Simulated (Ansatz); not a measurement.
Energy needed to pull apart SiH$_{4}$ (SMILES [SiH4]), singlet, into free ground-state atoms, from the structure below (displaced at random from a GFN2-xTB minimum); no zero-point or spin–orbit terms; open-shell atoms are treated unrestricted, in their ground-state multiplicity.

Si1  (-0.023, 0.156, -0.037)
H2  (0.752, -0.673, 0.600)
H3  (-1.449, 0.309, 0.677)
H4  (0.141, -0.670, -1.312)
H5  (0.442, 1.294, -0.528)
(Å)

Ansatz 0.2.0; basis: def2-TZVPP; cores frozen in the correlated methods.

| method | atomization energy (kcal/mol) |
| --- | --- |
| PBE-D4 | 287.2 |
| BLYP-D4 | 293.3 |
| r2SCAN-D4 | ? |
| PBE0-D4 | 288.6 |
| r2SCAN0-D4 | 294.2 |
| wB97M-V | 297.6 |
| HF | ? |
| MP2 | 283.1 |
| CCSD | 290.4 |
| CCSD(T) | 291.3 |

Problem. What does HF give? (To be estimated.)

Solution. Computed: 226.9 kcal/mol, which is about 64.4 kcal/mol less than CCSD(T)/def2-TZVPP.

Problem. What does r2SCAN-D4 give? (An estimate is asked for; the value comes from the calculation.)

Solution. Computed: 294.7 kcal/mol, which is about 3.3 kcal/mol more than CCSD(T)/def2-TZVPP.

In triple zeta the MP2 and coupled-cluster atomization energies are still short of their basis limit by a few kcal/mol a bond, whereas those of the functionals are nearly converged, so these differences are not deviations from converged CCSD(T).

T1 diagnostic: at most 0.013.

For scale, one of the runs: CCSD(T)/def2-TZVPP forces, 98 basis functions (an equivalent command: `ansatz run in.yaml --threads 4`). The run took about 2.7 s on 4 CPU threads (shared host).
